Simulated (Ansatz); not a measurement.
CH₅N (charge +1), SMILES C[NH2+], a ladder of methods at one geometry

Program: Ansatz's Python interface.

The cells in order, each with its output:

```python
import ansatz as az
```

```python
mol = (
    az.Crystal.molecule()
    .atom("C", (-0.5621, 0.1065, -0.0397))
    .atom("N", (0.8511, -0.1029, -0.3211))
    .atom("H", (-1.1694, -0.6244, -0.6143))
    .atom("H", (-0.8555, 1.133, -0.3453))
    .atom("H", (-0.7629, -0.0238, 1.0462))
    .atom("H", (1.1035, -1.0615, 0.012))
    .atom("H", (1.3954, 0.5731, 0.2622))
)
```

```python
setup = mol.calculation()
setup = setup.basis(gaussian="def2-SVP")
setup = setup.charge(1)
setup = setup.spin("collinear", total=1)
```

```python
methods = ["mp2", "ccsd", "ccsd_t"]
reports = [setup.correlation(m).run().report for m in methods]
print(f"Hartree-Fock reference {reports[0]['reference_energy_ev'] / 27.211386246:.6f} Ha")
best = reports[-1]["free_energy_ev"] - reports[-1]["reference_energy_ev"]
for method, each in zip(methods, reports):
    gained = each["free_energy_ev"] - each["reference_energy_ev"]
    print(f"{method:8s} total {each['free_energy_ev'] / 27.211386246:.6f} Ha  correlation {gained:9.4f} eV  ({100 * gained / best:.1f} % of the last)")
```

    Hartree-Fock reference -94.835868 Ha
    mp2      total -95.122021 Ha  correlation   -7.7866 eV  (86.7 % of the last)
    ccsd     total -95.158275 Ha  correlation   -8.7732 eV  (97.6 % of the last)
    ccsd_t   total -95.166085 Ha  correlation   -8.9857 eV  (100.0 % of the last)

The settings weren't tested for convergence. The geometry is a force-field or estimated start, not a minimum of this method, and the basis set is short of its limit. A lower total doesn't mark the better method: functionals have no common bound, and MP2 and coupled cluster aren't variational. The run takes the species as open-shell (spin multiplicity 2), which needn't be its ground state. Inner cores stay frozen, so this is valence correlation. Hardware and time: 5.2 s on 1 thread of Arm Neoverse V1 (shared host), peak memory 0.22 GiB.
